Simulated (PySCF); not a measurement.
C5H11N.
SMILES with atom numbers: `[CH2:1]=[CH:2][CH2:3][C@H:4]([CH3:5])[NH2:6]` (hydrogens: H7, H8 on C1; H9 on C2; H10, H11 on C3; H12 on C4; H13, H14, H15 on C5; H16, H17 on N6)

Structure used (GFN2-xTB), in Å, numbered top down from 1:
```xyz
17
C5H11N angstrom
C      2.511    0.340   -0.880
C      1.496    0.609   -0.080
C      0.571   -0.422    0.477
C     -0.883   -0.260   -0.033
C     -1.549    0.980    0.554
N     -1.716   -1.411    0.271
H      2.747   -0.669   -1.177
H      3.153    1.112   -1.270
H      1.287    1.632    0.202
H      0.563   -0.355    1.570
H      0.930   -1.417    0.197
H     -0.858   -0.171   -1.127
H     -1.538    0.937    1.641
H     -2.582    1.025    0.221
H     -1.040    1.884    0.233
H     -1.329   -2.254   -0.138
H     -1.769   -1.548    1.276
```

The calculation used TDDFT PBE0/def2-SVPD, vertical, gas phase, core orbitals frozen in the response (PySCF).

Ground-to-excited transition dipoles (e·a0, same axes as the geometry; the sign carries no meaning), for the states with f of 0.002 or more among the lowest 6:

```json
{"state": "S1", "E (eV)": "6.077", "μx": "0.462", "μy": "0.252", "μz": "-0.341"}
{"state": "S2", "E (eV)": "6.361", "μx": "-0.653", "μy": "0.052", "μz": "0.102"}
{"state": "S3", "E (eV)": "6.990", "μx": "-0.172", "μy": "0.066", "μz": "-0.184"}
{"state": "S4", "E (eV)": "7.048", "μx": "0.291", "μy": "-0.044", "μz": "0.313"}
{"state": "S5", "E (eV)": "7.307", "μx": "-0.404", "μy": "-0.036", "μz": "0.198"}
{"state": "S6", "E (eV)": "7.540", "μx": "0.890", "μy": "-0.042", "μz": "-0.505"}
```

Q: Work out the oscillator strengths.

A: f = (2/3) ΔE |μ|² with ΔE in hartree (27.2114 eV).

| state | \|μ\|² (au) | \|μ\| (D) | f |
| --- | --- | --- | --- |
| S1 | 0.393 | 1.59 | 0.058 |
| S2 | 0.439 | 1.68 | 0.068 |
| S3 | 0.068 | 0.66 | 0.012 |
| S4 | 0.185 | 1.09 | 0.032 |
| S5 | 0.204 | 1.15 | 0.036 |
| S6 | 1.049 | 2.60 | 0.194 |

Q: Which bond between heavy atoms lies closest to the direction of the S6 transition dipole?

A: C1–C2, at 13° from it; next C2–C3 at 46°.

Q: What angle do the transition dipoles of S1 and S3 make?

A: |cos θ| = |μa·μb| / (|μa| |μb|) = 0.00, so θ ≈ 90° (taken between 0 and 90°, since the signs are arbitrary).

Q: What peak molar absorption coefficient would the strongest computed level give as a lone Gaussian band 0.5 eV wide at half height?

A: ε(max) = 2.175×10⁸ f / FWHM, with the width in cm⁻¹. S6: 2.175×10⁸ × 0.1938 / 4033 ≈ 10000 L mol⁻¹ cm⁻¹.

Time: 53 s of wall time (with the writing of density and orbital grids); peak memory 0.78 GiB. Hardware: Arm Neoverse N1, one thread, no GPU, shared host with 64 logical CPUs at a one-minute load of 50.

One conformer stands for the species.
